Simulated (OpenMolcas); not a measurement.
AlH3 (SMILES [H][Al]([H])[H]): methods side by side

The species is AlH3 (4 atoms), meant as a singlet with charge 0. As SMILES, `[H][Al]([H])[H]`. The shape comes from GFN2-xTB, which is rough for such elements, and wasn't checked as a minimum.

```xyz
4

Al    0.0000    0.0000    0.0000
H     1.5527   -0.0305    0.0146
H    -0.7498    1.3598   -0.0191
H    -0.8028   -1.3293    0.0045
```

Quantity: the energy change with the Al1–H4 bond stretched from 1.553 to 2.329 Å, in eV. The values are calculated.

```tsv
level	kind	program	value (eV)
PBE/3-21G (restricted)	GGA	OpenMolcas	1.35
B3LYP/3-21G (restricted)	global hybrid	OpenMolcas	1.49
M06-2X/3-21G (restricted)	hybrid meta-GGA	OpenMolcas	1.62
PBE0/3-21G (restricted)	global hybrid	OpenMolcas	1.48
ACPF/3-21G (restricted)	coupled cluster or CI	OpenMolcas	1.28
CCSD(T)/3-21G (restricted)	coupled cluster or CI	OpenMolcas	?
CISD/3-21G (restricted)	coupled cluster or CI	OpenMolcas	?
FCI/3-21G	exact in the basis	OpenMolcas	1.28
```

(1) Estimate the missing values from the other rows.

## Answers

(1) As computed at these levels: CCSD(T)/3-21G (restricted): 1.29 eV; CISD/3-21G (restricted): 1.34 eV. The first shape isn't each level's own minimum. The values span 1.28 to 1.62 eV. All rows use very small basis sets, so even the best lies far from the true value.
